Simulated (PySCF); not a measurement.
## Broadened absorption spectrum of C4H6O

Compound: C4H6O.
InChI=1S/C4H6O/c1-3-5-4-2/h1H,4H2,2H3

Theory: TDDFT CAM-B3LYP/def2-SVPD, vertical, gas phase, core orbitals frozen in the response in PySCF 2.14.0, density-fitted response routines. Isolated species at its GFN2-xTB geometry (one conformer only). Torsions of this conformer, `[CH:1]#[C:2][O:3][CH2:4][CH3:5]`: C2–O3–C4–C5 67°.

Each state is given a Gaussian of 0.25 eV full width at half maximum, with ε(max) = 2.175×10⁸ f / Δν̃ (Δν̃ the width in cm⁻¹). The width is an assumption, not a result. The curve ends short of the highest state used, and states not computed would add to its high-energy end.

(E (eV), ε (L mol⁻¹ cm⁻¹)): (6.00, 0), (6.05, 0), (6.09, 1), (6.14, 3), (6.19, 9), (6.23, 15), (6.28, 27), (6.33, 44), (6.37, 67), (6.42, 145), (6.47, 366), (6.52, 861), (6.56, 1501), (6.61, 2492), (6.66, 3325), (6.70, 3571), (6.75, 3201), (6.80, 2305), (6.84, 1525), (6.89, 791), (6.94, 428), (6.98, 353), (7.03, 403), (7.08, 527), (7.12, 690), (7.17, 1083), (7.22, 1804), (7.27, 2780), (7.31, 3505), (7.36, 3968), (7.41, 3772), (7.45, 3282), (7.50, 2579), (7.55, 2011), (7.59, 1693), (7.64, 1469)

Question: Locate the maxima and give the states behind the curve.

Answer: 185 nm (6.70 eV), ε about 3600, made up of S2 (100%); 168 nm (7.37 eV), ε about 4000, made up of S4 (94%) (ε in L mol⁻¹ cm⁻¹; maxima over ε = 5, shares over 10%). The states used: S1 6.37 eV (f 0.0004); S2 6.70 eV (f 0.033); S3 7.09 eV (f 0.0037); S4 7.36 eV (f 0.035); S5 7.56 eV (f 0.011); S6 7.81 eV (f 0.013); S7 7.94 eV (f 0.021); S8 8.24 eV (f 0.016).

Question: On this curve, what absorbance would a 10⁻⁵ mol/L sample give at 193 nm over a 1 cm path?

Answer: 193 nm is 6.424 eV, where ε is about 160 L mol⁻¹ cm⁻¹, so A = ε c l ≈ 0.0016 (Beer–Lambert, with the gas-phase spectrum and the assumed width).

Question: Coming from long wavelengths, where does ε first pass 100 L mol⁻¹ cm⁻¹?

Answer: At about 194 nm (6.40 eV), 0.02 eV above S1.

Question: What would ε be at 7.37 eV, the highest of these maxima, with half the width (0.125 eV)?

Answer: About 7340 L mol⁻¹ cm⁻¹ against 3980, a factor of about 1.8; a lone state at its own centre would give exactly 2.
